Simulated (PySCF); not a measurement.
Identify the unknown among the candidates.

All candidates are C5H7F.

* Polarisability: 65.0 au [wB97X-D/def2-SVPD]
* Triplet: lowest triplet excitation (Tamm–Dancoff): 3.41 eV [TDA wB97X-D/def2-SVPD]
* Dipole: 1.65 D [wB97X-D/def2-SVPD]
* Couplings: largest of the computed one-bond spin–spin couplings (means over like bonds): 19F–13C -226.5, 13C–1H +168.7, 13C–1H +167.7, 13C–1H +165.0, 13C–1H +160.5, 13C–1H +160.3, 13C–1H +154.5 (×2), 13C–13C +80.6 Hz [B3LYP/pcJ-1, spin–dipole term left out for some pairs]
* NMR, other nuclei: isotropic shieldings of nuclei other than C and H, by class: 443 (1 F) ppm [GIAO PBE0/pcSseg-1]
* 1H NMR: chemical shifts (computed TMS as zero) by class: 6.68 (1 H), 5.86 (1 H), 5.58 (1 H), 5.48 (2 H), 5.33 (1 H), 5.12 (1 H) ppm [GIAO PBE0/pcSseg-1]
* 13C NMR: chemical shifts (computed TMS as zero) by class: 149.5 (1 C), 144.5 (1 C), 123.1 (1 C), 117.8 (1 C), 85.7 (1 C) ppm [GIAO PBE0/pcSseg-1]
* UV, first state: lowest singlet excitation: 5.98 eV (207 nm, f = 0.638) [TDDFT wB97X-D/def2-SVPD]
* Rotational structure: rotational constants A, B, C: 6.356, 2.514, 1.823 GHz [GFN2-xTB]

Gas-phase values; electronic properties from PySCF, density fitting. Levels stand in brackets. One conformer (not necessarily the lowest) at the GFN2-xTB geometry, without solvent, vibrations or thermal averaging. NMR values are class means; diastereotopic atoms form classes of their own.

Question: Which candidate is it?
A. `FC[C@@H]1[C@H]2C[C@@H]12`
B. `C=CC(=C)CF`
C. `C[C@H]1C=C(F)C1`
D. `FC1=CCCC1`
E. `F[C@H]1C=CCC1`

Answer: B. It is `C=CC(=C)CF`. Numbering: `[CH2:1]=[CH:2][C:3](=[CH2:4])[CH2:5][F:6]`. Its formula, C5H7F, gives 2 degrees of unsaturation: 0 rings and 2 π bonds in the structure found. 5 carbons fall into 5 classes; from least to most shielded: fully substituted alkene carbon [C3] (149.5 ppm), alkene CH carbon [C2] (144.5 ppm), terminal =CH2 carbon [C4] (123.1 ppm), terminal =CH2 carbon [C1] (117.8 ppm), sp3 C–F carbon [C5] (85.7 ppm). Hydrogen classes from least to most shielded: 1 H on an alkene CH carbon, C2 (6.68 ppm), 1 H on a terminal =CH2 carbon, C4 (5.86 ppm), 1 H on a terminal =CH2 carbon, C4 (5.58 ppm), 2 H on an sp3 C–F carbon, C5 (5.48 ppm), 1 H on a terminal =CH2 carbon, C1 (5.33 ppm), 1 H on a terminal =CH2 carbon, C1 (5.12 ppm). The other shieldings belong to: 443 ppm, alkyl fluorine [F6]. The couplings run between: -226.5 Hz, alkyl fluorine [F6] and sp3 C–F carbon [C5]; +168.7 Hz, terminal =CH2 carbon [C4] and its hydrogen; +167.7 Hz, terminal =CH2 carbon [C1] and its hydrogen; +165.0 Hz, terminal =CH2 carbon [C4] and its hydrogen; +160.5 Hz, alkene CH carbon [C2] and its hydrogen; +160.3 Hz, terminal =CH2 carbon [C1] and its hydrogen; +154.5 Hz, sp3 C–F carbon [C5] and its hydrogen (with 1 like pair); +80.6 Hz, fully substituted alkene carbon [C3] and terminal =CH2 carbon [C4]. The optimised geometry has point group Cs and is an asymmetric top.

The others, at the same levels:
- `C[C@H]1C=C(F)C1` fails: its computed 13C shifts are 163.2 (1 C), 117.2 (1 C), 43.1 (1 C), 28.0 (1 C), 22.0 (1 C) ppm, 1H shifts are 4.95 (1 H), 3.03 (1 H), 2.39 (1 H), 2.25 (1 H), 1.18 (3 H) ppm and rotational constant A is 9.396 GHz (against 6.356 GHz).
- `F[C@H]1C=CCC1` fails: its computed 13C shifts are 143.6 (1 C), 139.5 (1 C), 103.0 (1 C), 35.8 (1 C), 33.6 (1 C) ppm, 1H shifts are 6.18 (1 H), 6.18 (1 H), 6.05 (1 H), 2.66 (1 H), 2.45 (1 H), 2.43 (1 H), 2.03 (1 H) ppm and rotational constant A is 6.850 GHz (against 6.356 GHz).
- `FC[C@@H]1[C@H]2C[C@@H]12` fails: it has 4 carbon classes against 5; its computed 13C shifts are 87.0 (1 C), 43.4 (1 C), 27.6 (1 C), 3.6 (2 C) ppm, 1H shifts are 4.51 (2 H), 1.83 (2 H), 1.21 (1 H), 0.92 (1 H), 0.32 (1 H) ppm and rotational constant A is 11.916 GHz (against 6.356 GHz).
- `FC1=CCCC1` fails: its computed 13C shifts are 172.9 (1 C), 108.4 (1 C), 33.4 (1 C), 30.9 (1 C), 22.8 (1 C) ppm, 1H shifts are 5.08 (1 H), 2.55 (2 H), 2.49 (2 H), 1.98 (2 H) ppm and rotational constant A is 7.253 GHz (against 6.356 GHz).

Each candidate is one conformer, not necessarily the lowest. Dipoles, sizes and rotational constants follow the conformer. The torsions of the flexible species, by atom-mapped SMILES:
- `[CH2:1]=[CH:2][C:3](=[CH2:4])[CH2:5][F:6]`: C1–C2–C3–C4 180°, C2–C3–C5–F6 180°
- `[F:1][CH2:2][C@@H:3]1[C@H:4]2[CH2:5][C@@H:6]12`: F1–C2–C3–C4 156°

The conformers of `F[C@H]1C=CCC1` and `FC1=CCCC1` aren't listed.

One-bond C–F couplings are unscaled; at this level they come out some 30 % too large in size.
